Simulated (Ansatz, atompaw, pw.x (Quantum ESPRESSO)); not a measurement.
**pw.x on bcc Ta: one setting changed**

Potential: PAW, atompaw 4.2.0.5, LDA (PW92); core [Kr] 4d10 4f14, reference 5s2 5p6 5d3 6s2 6p0; waves: 5s (bound); 6s (bound); 5p (bound); 6p (bound, empty); 5d (bound); 5d channel at 3.95 Ry; local part: bessel scheme, radius 1.90 bohr; core correction: smooth core density matched at 1.45 bohr; augmentation: besselshape compensation charge, radius 1.70 bohr; PAW radius 2.25 bohr; waves and projectors: bloechl.

The reference run (k-mesh 14³, cutoffs 50/500 Ry, Fermi–Dirac 0.01 Ry, mixing_beta 0.4, conv_thr 1e-9, no spin) gives 0.53 GPa at 17.128 Å³/atom, where all-electron LAPW gives 1.38 GPa. This run, with its own iteration cap, changes conv_thr to 0.0001.

```
&control
  calculation='scf', prefix='x', pseudo_dir='./', outdir='./tmp', tstress=.true., disk_io='none'
/
&system
  ibrav=0, nat=1, ntyp=1, ecutwfc=50, ecutrho=500, nbnd=14,
  occupations='smearing', smearing='fd', degauss=0.01
/
&electrons
  conv_thr=0.0001, mixing_beta=0.4, electron_maxstep=70
/
ATOMIC_SPECIES
Ta 1.0 Ta.UPF
CELL_PARAMETERS angstrom
  -1.62386113 1.62386113 1.62386113
  1.62386113 -1.62386113 1.62386113
  1.62386113 1.62386113 -1.62386113
ATOMIC_POSITIONS crystal
Ta 0.0000 0.0000 0.0000
K_POINTS automatic
14 14 14 0 0 0
```

```bash
pw.x < Ta.scf.in > Ta.scf.out
```

Question: How does the run end?

Answer: It converges in 4 iterations; the free energy moves by +0.1 meV/atom and the pressure by -1.05 GPa.

```
Message from routine setup:
     using ibrav=0 with symmetry is DISCOURAGED, use correct ibrav instead
     lattice parameter (alat)  =       5.3151  a.u.
     unit-cell volume          =     115.5855 (a.u.)^3
     number of electrons       =        13.00
     number of Kohn-Sham states=           14
     kinetic-energy cutoff     =      50.0000  Ry
     charge density cutoff     =     500.0000  Ry
     scf convergence threshold =      1.0E-04
     Exchange-correlation= SLA PW NOGX NOGC
     number of k points=   104  Fermi-Dirac smearing, width (Ry)=  0.0100
     iteration #  1     ecut=    50.00 Ry     beta= 0.40
     total energy              =    -708.77306700 Ry
     estimated scf accuracy    <       0.02273619 Ry
     iteration #  2     ecut=    50.00 Ry     beta= 0.40
     total energy              =    -708.77368564 Ry
     estimated scf accuracy    <       0.00319056 Ry
     iteration #  3     ecut=    50.00 Ry     beta= 0.40
     total energy              =    -708.77440345 Ry
     estimated scf accuracy    <       0.00022489 Ry
     iteration #  4     ecut=    50.00 Ry     beta= 0.40
     the Fermi energy is    18.8513 ev
!    total energy              =    -708.77440814 Ry
     estimated scf accuracy    <       0.00001750 Ry
     smearing contrib. (-TS)   =      -0.00534509 Ry
     The total energy is F=E-TS. E is the sum of the following terms:
     one-electron contribution =      -9.54789669 Ry
     hartree contribution      =      15.75923883 Ry
     xc contribution           =     -19.61757117 Ry
     ewald contribution        =    -100.21180189 Ry
     one-center paw contrib.   =    -595.15103212 Ry
     convergence has been achieved in   4 iterations
          total   stress  (Ry/bohr**3)                   (kbar)     P=       -5.20
     Message from routine punch:
     Nothing written, as per user request (disk_io='none')
```

The run took about 6.1 s on one core of a shared host (AMD EPYC 9R45 96-Core Processor, 96 threads, 376 GiB, load 70).
